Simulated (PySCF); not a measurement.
Compound: PO3 (charge -1).
SMILES with atom numbers: `[O:1]=[P:2](=[O:3])[O-:4]`

Geometry (PBE0-D3(BJ)/def2-SVP, Å), atoms numbered from 1 in this order:
```
atom  x, y, z in Å
O1    -0.428   -1.359   -0.492
P2     0.009   -0.006   -0.009
O3    -0.421    1.230   -0.746
O4     0.877    0.110    1.211
```

All values: PBE0/pcSseg-1 (PySCF, non-relativistic), on one gas-phase PBE0-D3(BJ)/def2-SVP geometry that isn't relaxed in the solvent. The solvent is an IEF-PCM continuum (cavity from Bondi-type radii × 1.2). Specific hydrogen bonds and non-electrostatic terms are outside this model.

Gas phase at PBE0/pcSseg-1: HOMO -1.88 eV, LUMO 5.49 eV.

Problem. What does the continuum do to the energy and the frontier levels at PBE0/pcSseg-1 in chloroform and tetrahydrofuran?

Solution. 
| solvent | ε | E(solvent) − E(gas) (kcal/mol) | polarisation term (kcal/mol) | distortion of the solute (kcal/mol) | HOMO (eV) | LUMO (eV) |
| --- | --- | --- | --- | --- | --- | --- |
| chloroform | 4.711 | -50.10 | -50.20 | 0.10 | -6.07 | 1.49 |
| tetrahydrofuran | 7.426 | -55.16 | -55.29 | 0.13 | -6.48 | 1.10 |

The polarisation term is half the interaction of the solute with the surface charges that it induces; the rest is the cost of distorting the solute's density. The sum is the electrostatic part of solvation alone. From chloroform to tetrahydrofuran the lowering changes by a factor 1.10, Born's factor 1 − 1/ε by 1.10 and ε itself by 1.6.

Problem. Which radius a makes Born's formula ΔE = −(q²/2a)(1 − 1/ε) give the value in tetrahydrofuran?

Solution. a = q²(1 − 1/ε)/(2|ΔE|) = 2.60 Å, with q = -1 e and |ΔE| = 0.0879 Eh; the farthest nucleus lies 1.50 Å from the centroid of the nuclei. The formula assumes a point charge at the centre of a sphere.

Problem. Which Hirshfeld charges (PBE0/pcSseg-1) respond most in chloroform (means over atoms taken as equivalent)?

Solution. 
| atoms | environment | gas (e) | solvent (e) | change |
| --- | --- | --- | --- | --- |
| P2 | three-coordinate phosphorus | +0.411 | +0.428 | +0.017 |
| O1/O3/O4 | oxygen bonded to P | -0.470 | -0.476 | -0.006 |

Problem. How do the nuclear quadrupole coupling constants eQVzz/h respond in chloroform?

Solution. 
| nucleus | Q (barn) | gas (MHz) | solvent (MHz) | η gas | η solvent |
| --- | --- | --- | --- | --- | --- |
| 17O at O1 | -0.0256 | 6.03 | 5.88 | 0.86 | 0.92 |
| 17O at O3 | -0.0256 | 6.03 | 5.88 | 0.87 | 0.92 |
| 17O at O4 | -0.0256 | 6.03 | 5.88 | 0.86 | 0.92 |

Time: 2.0 s of wall time; peak memory 0.42 GiB. Hardware: one thread, Arm Neoverse V2 (aarch64) (shared host). This is the whole shielding run at PBE0/pcSseg-1 in tetrahydrofuran, SCF included.
